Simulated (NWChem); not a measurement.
System: hydrazine (N$_{2}$H$_{4}$); SMILES NN

Input file for NWChem:

```
start job
memory heap 200 mb stack 900 mb global 1100 mb
geometry units angstroms
  N     -0.691491    -0.169653     0.055132
  N      0.692862     0.169469     0.034687
  H     -1.215855     0.680867     0.238868
  H     -1.019757    -0.563664    -0.828716
  H      1.222539    -0.681766     0.198833
  H      0.994011     0.567124    -0.857148
end
basis spherical
  N library def2-svp
  H library def2-svp
end
dft
  xc xpbe96 cpbe96
  iterations 150
end
driver
  maxiter 150
  trust 0.05
end
task dft optimize
```

Output (shortened):

```
             Northwest Computational Chemistry Package (NWChem) 7.3.0
             --------------------------------------------------------

 C2  symmetry detected

                             Geometry "geometry" -> ""
                             -------------------------

 Output coordinates in angstroms (scale by  1.889725989 to convert to a.u.)

  No.       Tag          Charge          X              Y              Z
 ---- ---------------- ---------- -------------- -------------- --------------
    1 N                    7.0000    -0.05327434     0.71072188     0.07933169
    2 N                    7.0000     0.05327434    -0.71072188     0.07933169
    3 H                    1.0000     0.87277720     1.09054764     0.25329335
    4 H                    1.0000    -0.39188867     1.08632920    -0.80861520
    5 H                    1.0000    -0.87277720    -1.09054764     0.25329335
    6 H                    1.0000     0.39188867    -1.08632920    -0.80861520

 Effective nuclear repulsion energy (a.u.)      41.5585660524

      Symmetry information
      --------------------

 Group name             C2
 Group number              4
 Group order               2
 No. of unique centers     3

                                Z-matrix (autoz)
                                --------

 Units are Angstrom for bonds and degrees for angles

      Type          Name      I     J     K     L     M      Value
      ----------- --------  ----- ----- ----- ----- ----- ----------
    1 Stretch                  1     2                       1.42543
    2 Stretch                  1     3                       1.01592
    3 Stretch                  1     4                       1.02186
    4 Stretch                  2     5                       1.01592
    5 Stretch                  2     6                       1.02186
    6 Bend                     1     2     5               107.73954
    7 Bend                     1     2     6               113.03633
    8 Bend                     2     1     3               107.73954
    9 Bend                     2     1     4               113.03633
   10 Bend                     3     1     4               108.26589
   11 Bend                     5     2     6               108.26589
   12 Torsion                  3     1     2     5         159.28572
   13 Torsion                  3     1     2     6         -81.13555
   14 Torsion                  4     1     2     5         -81.13555
   15 Torsion                  4     1     2     6          38.44317

  pbe96 is a nonlocal functional; adding pw91lda local functional.

                           NWChem Geometry Optimization
                           ----------------------------

 maximum gradient threshold         (gmax) =   0.000450
 rms gradient threshold             (grms) =   0.000300
 maximum cartesian step threshold   (xmax) =   0.001800
 rms cartesian step threshold       (xrms) =   0.001200
 fixed trust radius                (trust) =   0.050000
 source of zmatrix                         =   autoz

          -------------------
          Energy Minimization
          -------------------

 Using diagonal initial Hessian
 Scaling for Hessian diagonals: bonds = 1.00  angles = 0.25  torsions = 0.10

          --------
          Step   0

                                 NWChem DFT Module
                                 -----------------

 Summary of "ao basis" -> "ao basis" (spherical)
 ------------------------------------------------------------------------------
       Tag                 Description            Shells   Functions and Types
 ---------------- ------------------------------  ------  ---------------------
 N                          def2-svp                 6       14   3s2p1d
 H                          def2-svp                 3        5   2s1p

      Symmetry analysis of basis
      --------------------------

        a          24
        b          24

[...]

      ----------------------
      Optimization converged
      ----------------------

  Step       Energy      Delta E   Gmax     Grms     Xrms     Xmax
  ---- ---------------- -------- -------- -------- -------- --------
@    8    -111.64046932 -2.8D-08  0.00001  0.00000  0.00034  0.00058
                                     ok       ok       ok       ok

                                Z-matrix (autoz)
                                --------

 Units are Angstrom for bonds and degrees for angles

      Type          Name      I     J     K     L     M      Value     Gradient
      ----------- --------  ----- ----- ----- ----- ----- ---------- ----------
    1 Stretch                  1     2                       1.42153    0.00001
    2 Stretch                  1     3                       1.02760    0.00001
    3 Stretch                  1     4                       1.03310   -0.00000
    4 Stretch                  2     5                       1.02760    0.00001
    5 Stretch                  2     6                       1.03310   -0.00000
    6 Bend                     1     2     5               107.93037   -0.00000
    7 Bend                     1     2     6               112.98385    0.00000
    8 Bend                     2     1     3               107.93037   -0.00000
    9 Bend                     2     1     4               112.98385    0.00000
   10 Bend                     3     1     4               106.24169    0.00000
   11 Bend                     5     2     6               106.24169    0.00000
   12 Torsion                  3     1     2     5         154.05485   -0.00000
   13 Torsion                  3     1     2     6         -88.77988    0.00000
   14 Torsion                  4     1     2     5         -88.77988    0.00000
   15 Torsion                  4     1     2     6          28.38539    0.00000

                         Geometry "geometry" -> "geometry"
                         ---------------------------------

 Output coordinates in angstroms (scale by  1.889725989 to convert to a.u.)

  No.       Tag          Charge          X              Y              Z
 ---- ---------------- ---------- -------------- -------------- --------------
    1 N                    7.0000    -0.06840835     0.70746376     0.07553016
    2 N                    7.0000     0.06840835    -0.70746376     0.07553016
    3 H                    1.0000     0.84946235     1.11405230     0.29500776
    4 H                    1.0000    -0.33934271     1.08654399    -0.84652808
    5 H                    1.0000    -0.84946235    -1.11405230     0.29500776
    6 H                    1.0000     0.33934271    -1.08654399    -0.84652808

 Effective nuclear repulsion energy (a.u.)      41.4181996853

      Symmetry information
      --------------------

 Group name             C2
 Group number              4
 Group order               2
 No. of unique centers     3

                Final and change from initial internal coordinates
                --------------------------------------------------

                                Z-matrix (autoz)
                                --------

 Units are Angstrom for bonds and degrees for angles

      Type          Name      I     J     K     L     M      Value       Change
      ----------- --------  ----- ----- ----- ----- ----- ---------- ----------
    1 Stretch                  1     2                       1.42153   -0.00390
    2 Stretch                  1     3                       1.02760    0.01168
    3 Stretch                  1     4                       1.03310    0.01125
    4 Stretch                  2     5                       1.02760    0.01168
    5 Stretch                  2     6                       1.03310    0.01125
    6 Bend                     1     2     5               107.93037    0.19083
    7 Bend                     1     2     6               112.98385   -0.05248
    8 Bend                     2     1     3               107.93037    0.19083
    9 Bend                     2     1     4               112.98385   -0.05248
   10 Bend                     3     1     4               106.24169   -2.02420
   11 Bend                     5     2     6               106.24169   -2.02420
   12 Torsion                  3     1     2     5         154.05485   -5.23087
   13 Torsion                  3     1     2     6         -88.77988   -7.64433
   14 Torsion                  4     1     2     5         -88.77988   -7.64433
   15 Torsion                  4     1     2     6          28.38539  -10.05779

 ==============================================================================
                                internuclear distances
 ------------------------------------------------------------------------------
       center one      |      center two      | atomic units |  angstroms
 ------------------------------------------------------------------------------
    2 N                |   1 N                |     2.68630  |     1.42153
    3 H                |   1 N                |     1.94189  |     1.02760
    4 H                |   1 N                |     1.95228  |     1.03310
    5 H                |   2 N                |     1.94189  |     1.02760
    6 H                |   2 N                |     1.95228  |     1.03310
 ------------------------------------------------------------------------------
                         number of included internuclear distances:          5
 ==============================================================================
```

Level: PBE/def2-SVP.
